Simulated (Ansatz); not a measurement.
**Be₂H+ (triplet): from Hartree-Fock to the top rungs, def2-TZVPP**

An exercise on one series of results from a longer session: the logs are not shown, and one member is left open.

Program: Ansatz 0.2.0, Gaussian basis. Level of theory: def2-TZVPP, core rule «outside noble gas», up to 2 orbitals frozen. These are calculated values, not measurements.

Plan: UHF; ROHF; CCSD(T) on UHF.

2 further runs of the same task are left out: 2 set aside as unsound or not needed.

### What is computed

The geometry is a PBE0/def2-TZVP stationary point (not a proven minimum) of the parent state, kept for this charge and spin.

3 atoms, charge 1, spin multiplicity 3.

Atoms are counted from 1 here; the program's logs count them from 0.

Bond lengths: Be1–H3 1.348 Å.

The first run:

in.yaml

```yaml
crystal:
  periodic: [false, false, false]
  atoms:
    - {symbol: Be, position_ang: [0.000000, 0.000000, 0.266601]}
    - {symbol: Be, position_ang: [0.000000, 0.000000, -1.881688]}
    - {symbol: H, position_ang: [0.000000, 0.000000, 1.615087]}
basis:
  gaussian: {orbitals: def2-TZVPP}
total_charge: 1
magnetization: {spin_polarized: true, initial_magnetization: 2}
hamiltonian: {xc: hf}
output: {orbitals: {seedname: orbitals}}
```

On the command line:

```sh
$ ansatz run in.yaml --threads 1 --pin off --events-out ev --progress --plain --max-ram 4096MiB --backend cpu
```

Steps of the session up to this table: UHF; ROHF; CCSD(T) on UHF.

One of the session's tables, all rows but one given; the rest of the session is left out.

It belongs to the step «Misses and costs». 

```
  method  from UCCSD(T) (meV)
    ROHF              +1256.6
     UHF              +1234.9
    UMP2               +352.8
   UCCSD                    ?
UCCSD(T)                    0
```

Estimate the missing values for UCCSD.

**Answer.** from UCCSD(T) (meV): +14.1. In the column «from UCCSD(T) (meV)» it lies between UCCSD(T) (0) and UMP2 (+352.8).
